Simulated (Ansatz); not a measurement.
These are PBE0-D4/def2-TZVP in Ansatz (a quantum-chemistry and plane-wave program) values and carry that method's errors. No frequencies were computed at this level.

Ansatz 0.2 input:
```yaml
crystal:
  periodic: [false, false, false]
  atoms:
    - { symbol: O, position_ang: [-0.598846, 1.204303, 0.563288] }
    - { symbol: C, position_ang: [-0.418264, 0.02556, 0.591794] }
    - { symbol: O, position_ang: [0.756271, -0.575421, 0.506428] }
    - { symbol: H, position_ang: [-1.212045, -0.730193, 0.694829] }
    - { symbol: H, position_ang: [1.472892, 0.075756, 0.415087] }
basis:
  gaussian: { orbitals: def2-tzvp }
hamiltonian:
  xc: pbe0
  dispersion: d4
relax:
  max_steps: 150
```

Output:

```
Functional definition: PBE0
570 factors; their error is unknown
mean field evaluation 1: about -5155.9978 eV, gradient 5.2e1 eV
mean field evaluation 2: about -5150.5800 eV, gradient 7.7e1 eV
mean field evaluation 4: about -5160.3290 eV, gradient 4.1e0 eV
mean field evaluation 8: about -5160.3522 eV, gradient 3.1e-2 eV
mean field evaluation 16: about -5160.3614 eV, gradient 4.5e-5 eV
mean field -5160.36143890 eV, -189.6397850610 hartree, gradient 4.5e-5 eV, S^2 0.000000; 0 other end points of the search recorded, 0 dependent functions left out
reference -5160.36145863 eV, -189.6397857858 hartree; 12, 12 occupied and 93, 93 virtual orbitals, 570 factors
relax step   1: F+E_penalty+E_count = -5160.39780587 eV  Δ(F+E_penalty+E_count) = +0.000e0 eV  max|allowed force component| = 6.641e-1 eV/Å  Δτ_max = 0.0000 Å  (26 SCF iters, accepted)
these checks for a lower state are left out or cut short: starts, cluster_reference, orbital_swaps, neighbouring_geometries, increment
570 factors; their error is unknown
mean field -5160.36843494 eV, -189.6400421605 hartree, gradient 8.4e-6 eV, S^2 0.000000; 0 other end points of the search recorded, 0 dependent functions left out
reference -5160.36845462 eV, -189.6400428840 hartree; 12, 12 occupied and 93, 93 virtual orbitals, 570 factors
relax step   2: F+E_penalty+E_count = -5160.40479273 eV  Δ(F+E_penalty+E_count) = -6.987e-3 eV  max|allowed force component| = 3.046e-1 eV/Å  Δτ_max = 0.0107 Å  (33 SCF iters, accepted)
these checks for a lower state are left out or cut short: starts, cluster_reference, orbital_swaps, neighbouring_geometries, increment
570 factors; their error is unknown
mean field -5160.36878806 eV, -189.6400551376 hartree, gradient 9.0e-6 eV, S^2 0.000000; 0 other end points of the search recorded, 0 dependent functions left out
reference -5160.36880770 eV, -189.6400558594 hartree; 12, 12 occupied and 93, 93 virtual orbitals, 570 factors
relax step   3: F+E_penalty+E_count = -5160.40514596 eV  Δ(F+E_penalty+E_count) = -3.532e-4 eV  max|allowed force component| = 3.758e-1 eV/Å  Δτ_max = 0.0245 Å  (32 SCF iters, accepted)
these checks for a lower state are left out or cut short: starts, cluster_reference, orbital_swaps, neighbouring_geometries, increment
570 factors; their error is unknown
mean field evaluation 32: about -5160.3638 eV, gradient 1.2e-2 eV
mean field -5160.37170316 eV, -189.6401622657 hartree, gradient 9.0e-6 eV, S^2 0.000000; 0 other end points of the search recorded, 0 dependent functions left out
reference -5160.37172279 eV, -189.6401629868 hartree; 12, 12 occupied and 93, 93 virtual orbitals, 570 factors
relax step   4: F+E_penalty+E_count = -5160.40806165 eV  Δ(F+E_penalty+E_count) = -2.916e-3 eV  max|allowed force component| = 1.619e-1 eV/Å  Δτ_max = 0.0226 Å  (31 SCF iters, accepted)
these checks for a lower state are left out or cut short: starts, cluster_reference, orbital_swaps, neighbouring_geometries, increment
570 factors; their error is unknown
mean field -5160.37217985 eV, -189.6401797837 hartree, gradient 8.6e-6 eV, S^2 0.000000; 0 other end points of the search recorded, 0 dependent functions left out
reference -5160.37219944 eV, -189.6401805036 hartree; 12, 12 occupied and 93, 93 virtual orbitals, 570 factors
relax step   5: F+E_penalty+E_count = -5160.40854289 eV  Δ(F+E_penalty+E_count) = -4.812e-4 eV  max|allowed force component| = 1.383e-1 eV/Å  Δτ_max = 0.0054 Å  (33 SCF iters, accepted)
these checks for a lower state are left out or cut short: starts, cluster_reference, orbital_swaps, neighbouring_geometries, increment
570 factors; their error is unknown
mean field -5160.37282061 eV, -189.6402033312 hartree, gradient 8.5e-6 eV, S^2 0.000000; 0 other end points of the search recorded, 0 dependent functions left out
reference -5160.37284024 eV, -189.6402040524 hartree; 12, 12 occupied and 93, 93 virtual orbitals, 570 factors
relax step   6: F+E_penalty+E_count = -5160.40918290 eV  Δ(F+E_penalty+E_count) = -6.400e-4 eV  max|allowed force component| = 1.846e-2 eV/Å  Δτ_max = 0.0042 Å  (34 SCF iters, accepted)
these checks for a lower state are left out or cut short: starts, cluster_reference, orbital_swaps, neighbouring_geometries, increment
570 factors; their error is unknown
mean field -5160.37281732 eV, -189.6402032103 hartree, gradient 8.4e-6 eV, S^2 0.000000; 0 other end points of the search recorded, 0 dependent functions left out
reference -5160.37283695 eV, -189.6402039314 hartree; 12, 12 occupied and 93, 93 virtual orbitals, 570 factors
relax step   7: F+E_penalty+E_count = -5160.40918081 eV  Δ(F+E_penalty+E_count) = +2.095e-6 eV  max|allowed force component| = 4.732e-2 eV/Å  Δτ_max = 0.0017 Å  (34 SCF iters, rejected (line search))
these checks for a lower state are left out or cut short: starts, cluster_reference, orbital_swaps, neighbouring_geometries, increment
570 factors; their error is unknown
mean field evaluation 64: about -5160.3728 eV, gradient 8.3e-6 eV
mean field -5160.37283556 eV, -189.6402038805 hartree, gradient 8.4e-6 eV, S^2 0.000000; 0 other end points of the search recorded, 0 dependent functions left out
reference -5160.37285519 eV, -189.6402046018 hartree; 12, 12 occupied and 93, 93 virtual orbitals, 570 factors
relax step   8: F+E_penalty+E_count = -5160.40919896 eV  Δ(F+E_penalty+E_count) = -1.606e-5 eV  max|allowed force component| = 1.189e-2 eV/Å  Δτ_max = 0.0009 Å  (32 SCF iters, accepted)
these checks for a lower state are left out or cut short: starts, cluster_reference, orbital_swaps, neighbouring_geometries, increment
570 factors; their error is unknown
mean field -5160.37284206 eV, -189.6402041193 hartree, gradient 8.4e-6 eV, S^2 0.000000; 0 other end points of the search recorded, 0 dependent functions left out
reference -5160.37286168 eV, -189.6402048405 hartree; 12, 12 occupied and 93, 93 virtual orbitals, 570 factors
relax step   9: F+E_penalty+E_count = -5160.40920540 eV  Δ(F+E_penalty+E_count) = -6.436e-6 eV  max|allowed force component| = 2.133e-3 eV/Å  Δτ_max = 0.0004 Å  (34 SCF iters, accepted)
570 factors; their error is unknown
mean field -5160.37284206 eV, -189.6402041193 hartree, gradient 8.4e-6 eV, S^2 0.000000; 1 other end points of the search recorded, 0 dependent functions left out
reference -5160.37286168 eV, -189.6402048405 hartree; 12, 12 occupied and 93, 93 virtual orbitals, 570 factors
Total energy: -5160.40922502 eV, -189.6415411686 hartree
Atom 0 at    -0.580485     1.202923     0.561722 Å, force     0.001035    -0.002133    -0.000314 eV/Å
Atom 1 at    -0.415429     0.020584     0.591987 Å, force     0.000272     0.001730     0.000232 eV/Å
Atom 2 at     0.767398    -0.592789     0.506216 Å, force     0.000293     0.001623    -0.000840 eV/Å
Atom 3 at    -1.214666    -0.726825     0.694701 Å, force    -0.000949    -0.000640     0.000306 eV/Å
Atom 4 at     1.443189     0.096112     0.416799 Å, force    -0.000652    -0.000580     0.000616 eV/Å
Dipole moment:     0.191902    -0.259925    -0.007872 e Å
```

Cost: around 12 core-seconds (rough).
